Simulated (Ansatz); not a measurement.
We consider rock-salt SnTe (cubic form, which distorts at low temperature), described by r²SCAN (plane waves, PAW; Ansatz, a program for electronic structure).

Numerical settings: plane-wave cutoff 600 eV, 20×20×20 k mesh, scalar-relativistic PAW data made under PBE.

Computed at the level's own relaxed cell.

Hill averages of the elastic tensor: K = 43.8 GPa, G = 30.9 GPa. Volume 32.327 Å³/atom, mean atomic mass 123.155 u.

Question: Work out the density, the sound velocities of a polycrystal and the elastic Debye temperature at this level.

Answer: ρ = 1.66054 × 123.155/32.327 = 6.326 g/cm³. v_l = √[(K + 4G/3)/ρ] = 3.666 km/s and v_t = √(G/ρ) = 2.210 km/s. The mean follows from 3/v_m³ = 1/v_l³ + 2/v_t³: v_m = 2.444 km/s. Θ_D = (ħ/k_B) v_m (6π²/V)^(1/3) = 76.38 K Å s/km × 2.444 × 1.2236 Å⁻¹ = 228 K, counting all atoms of the cell.

Note: symmetry holds this phase in the static calculation, where it need not be a minimum.
